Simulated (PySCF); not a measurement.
# Four-centre ligand exchange

Start structure (SiH5SF, singlet), relaxed at PBE0-D4/def2-TZVP:

```xyz
8
angstrom
Si -0.4036 0.6440 -1.0990
F 1.1572 0.3681 -0.8449
H -1.0949 -0.6526 -1.2743
H -0.9481 1.3954 0.0543
H -0.5053 1.4568 -2.3356
H 1.2585 -1.3295 1.1537
S 0.1922 -1.3891 1.9661
H 0.5293 -0.2427 2.5759
```

The step: SiH₃F ([F][SiH3]) + H₂S → SiH₄S ([SiH3][SH]) + HF; bonds formed: Si1–S7, F2–H6; bonds broken: Si1–F2, H6–S7. PySCF 2.14 with density fitting (its default auxiliary sets; JK sets also for MP2 and CCSD(T)); basis: def2-TZVPP and def2-QZVPP; cores frozen in the correlated methods. Extrapolation: Hartree–Fock as exp(−7.88 √X), correlation as X^−2.97. Energies below are by CCSD(T) at an estimated basis limit (MP2 extrapolated from triple and quadruple zeta, plus CCSD(T) − MP2 in triple zeta).

Question: What are the electronic barrier and the energy of the step, from the start structure to the end structure? (An estimate is asked for; the value comes from the calculation.)

Answer: Computed: Barrier 1.966 eV; step energy 0.599 eV (uphill); reverse barrier, their difference, 1.367 eV. Barrier and step energy count from the start structure, the reverse barrier from the end structure.

The saddle point: One imaginary mode of 811i cm⁻¹.
```tsv
pair	start (Å)	saddle (Å)	end (Å)
Si1–S7	3.73	2.42	2.16
F2–H6	2.62	1.26	0.94
Si1–F2	1.61	1.91	3.68
H6–S7	1.34	1.52	2.21
```

Zero-point energy (harmonic, PBE0-D4): ZPE is 1.194 eV at the start and 1.165 eV at the saddle, so the barrier goes from 1.966 to 1.937 eV.

The T1 diagnostic stays at or below 0.013.

Labels in which every atom is bracketed show which atoms are joined, not bond orders.

For scale, one of the runs: CCSD(T)/def2-TZVPP, 185 basis functions, launched by `OMP_NUM_THREADS=4 python run.py`. The run took 7.6 min on 4 CPU threads of an Intel Xeon (shared host), with 1.9 GiB of host memory at its peak.
